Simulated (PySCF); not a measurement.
Start geometry of phosphorus pentafluoride (`FP(F)(F)(F)F`) from GFN2-xTB (Å):
```
atom  x, y, z in Å
F1     1.5996    0.1072   -0.1211
P2    -0.0052   -0.0042   -0.0063
F3    -0.1695    1.5232   -0.3006
F4     0.1867   -0.4958    1.4615
F5    -0.0051   -1.0323   -1.1894
F6    -1.5823   -0.1282    0.1111
```

Question: What comes out of this run: PySCF, PBE0-D3(BJ)/def2-SVP geometry optimisation, gas phase?

Answer: 
```
atom  x, y, z in Å
F1     0.6422   -0.5738   -1.3522
P2     0.0032   -0.0053   -0.0075
F3     1.1101    1.1043    0.0491
F4     0.2439   -1.3887    0.6915
F5    -1.3442    0.2681   -0.7626
F6    -0.6358    0.5639    1.3371
```

The energy falls by 0.45 kcal/mol over 14 energy and gradient evaluations, the largest force component goes from 0.0171 to 2.7e-04 Eh/bohr, and the atoms move by 0.019 Å rms after alignment. The bond that changes most is F1–P2 (ends: phosphorus-bound fluorine; phosphorus bonded to 5 F), which shortens by 0.019 Å. Bonds longer at the end by more than 0.005 Å: 2 of 5; shorter: 1. Rotational constants go from 3631, 3033, 3020 to 3604, 3034, 3033 MHz. The orientation of the end geometry is arbitrary; only internal coordinates are fixed.

The run used 88 basis functions and 84 SCF cycles in all. Hardware: Arm Neoverse V1, one thread, shared host with 32 logical CPUs at a one-minute load of 9.2. Cost: 32 s, 0.37 GiB resident at most.

Not checked by PBE0-D3(BJ)/def2-SVP frequencies.
